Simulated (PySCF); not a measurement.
## A ladder for the electron affinity of Cl

Cl⁻ [Ar] (1S) → Cl [Ne] 3s2 3p5 (2P). Scalar values calculated with PySCF 2.14 in x2c-QZVPPall with one added diffuse shell each of s, p, d, f type (spin-free X2C; valence: [Ne] frozen; valence and next inner shell: 1s2 frozen). The spin-orbit shift comes from two-component X2C-1e calculations (generalised Hartree-Fock, GHF, and MP2 on its spinors, GMP2) in x2c-TZVPall-2c with one added diffuse shell each of s, p type: GMP2 gives 3.503 eV without and 3.464 eV with screened spin-orbit coupling, a shift of -0.038 eV (GHF: -0.039 eV). Sums use unrounded values; where a UHF row is shifted, it takes the GHF shift.

```tsv
method	scalar (eV)	plus spin-orbit shift (eV)	error (eV)
UHF	2.352	2.313	-1.300
MP2 (valence)	3.681	3.643	0.030
SCS-MP2 (valence)	3.591	3.552	-0.060
CCSD (valence)	3.465	3.427	-0.186
CCSD(T) (valence)	3.563	3.525	-0.088
MP2 (valence and next inner shell)	3.687	3.648	0.036
SCS-MP2 (valence and next inner shell)	3.595	3.557	-0.056
CCSD (valence and next inner shell)	3.462	3.423	-0.190
CCSD(T) (valence and next inner shell)	3.562	3.524	-0.089
LDA	3.917	3.879	0.266
PBE	3.636	3.597	-0.016
PBE0	3.551	3.512	-0.100
r2SCAN	3.604	3.566	-0.047
M06	3.573	3.534	-0.078
LC-wPBE	3.554	3.516	-0.097
B2PLYP	3.582	3.544	-0.069
BHandHLYP	3.406	3.367	-0.245
```

Reference: 3.613 eV (measured; photodetachment measurements, as compiled on the Wikipedia data page of electron affinities).

The errors of the correlated levels include the incompleteness of the basis and the frozen core, so a lower level can come closer by cancellation.
